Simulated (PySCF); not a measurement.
## F: ionisation energy

F [He] 2s2 2p5 [2p1/2^2 2p3/2^3, M_J = 3/2] → F⁺ [He] 2s2 2p4 [2p1/2^2 2p3/2^2, M_J = 2], as a difference of total energies. Computed with PySCF 2.14 in x2c-QZVPPall-2c (7s4p3d2f1g, 57 functions), with the two-component X2C-1e Hamiltonian. Correlated levels: 1s2 frozen; the 2 highest virtual spinors dropped. "Screened" scales the spin-orbit matrix elements by Boettger's factors to mimic the two-electron term; Breit and QED terms are absent.

```
                    method  ionisation energy (eV)  error (eV)
           GHF (spin-free)                  15.642      -1.781
          GMP2 (spin-free)                  17.339      -0.084
 GHF (screened spin-orbit)                  15.639      -1.784
GMP2 (screened spin-orbit)                  17.336      -0.087
```

Reference: 17.423 eV (measured; NIST Atomic Spectra Database, ionization energies).

Errors of the correlated levels include the incompleteness of this basis and the frozen core.

The labels give the starting determinants; with spin-orbit coupling the two ends relaxed to ⟨J²⟩ = 3.76, ⟨L²⟩ = 2.00, ⟨S²⟩ = 0.75 and ⟨J²⟩ = 6.01, ⟨L²⟩ = 2.00, ⟨S²⟩ = 2.00.
